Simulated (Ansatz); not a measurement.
Geometry optimisation, RHF/def2-SVP (Ansatz).

Input file:

```yaml
crystal:
  periodic: [false, false, false]
  atoms:
    - { symbol: "N", position_ang: [-0.8063, 0.884, -0.2688] }
    - { symbol: C, position_ang: [0.3052, 0.2804, 0.18] }
    - { symbol: "N", position_ang: [-0.1912, -0.6957, 1.0636] }
    - { symbol: "N", position_ang: [0.8528, -0.4329, -0.9339] }
    - { symbol: H, position_ang: [-1.5996, 0.236, -0.2132] }
    - { symbol: H, position_ang: [-1.1066, 1.6266, 0.4322] }
    - { symbol: H, position_ang: [1.0772, 0.9636, 0.6166] }
    - { symbol: H, position_ang: [0.6995, -1.0298, 1.5655] }
    - { symbol: H, position_ang: [-0.4141, -1.4779, 0.5437] }
    - { symbol: H, position_ang: [1.2997, 0.219, -1.4831] }
    - { symbol: H, position_ang: [-0.0513, -0.6301, -1.482] }
basis:
  gaussian: { orbitals: def2-SVP }
hamiltonian:
  xc: hf
relax:
  f_tol: 0.015
  max_steps: 40
output:
  orbitals: {}
```

Run as:

```bash
$ ansatz run input.yaml --threads 1 --pin off --max-ram 2048MiB --backend cpu --events-out ev --progress --plain --runs-dir out
```

**Question.** Where does it end, and by what steps?

**Answer.** The forces met the threshold. After 7 steps the energy has fallen by 1.575 eV; H11 moved furthest, 0.50 Å.

```csv
step,energy less start (eV),largest force component (eV/Å),accepted
0,0.0000,6.396,yes
1,-1.3600,1.455,yes
2,-1.4799,0.544,yes
3,-1.5309,0.553,yes
4,-1.5633,0.593,yes
5,-1.5695,0.316,yes
6,-1.5746,0.050,yes
7,-1.5746,0.006,yes
```

```xyz
11
Properties=species:S:1:pos:R:3
N -0.855 1.061 -0.177
C 0.297 0.264 0.172
N -0.011 -0.715 1.187
N 0.909 -0.338 -0.990
H -1.573 0.492 -0.596
H -1.252 1.478 0.646
H 1.035 0.944 0.601
H 0.810 -1.246 1.420
H -0.702 -1.370 0.858
H 1.126 0.366 -1.673
H 0.283 -0.993 -1.428
```

Run time: 14 s on 1 thread of Arm Neoverse V2, on a shared host, peak memory 0.16 GiB.
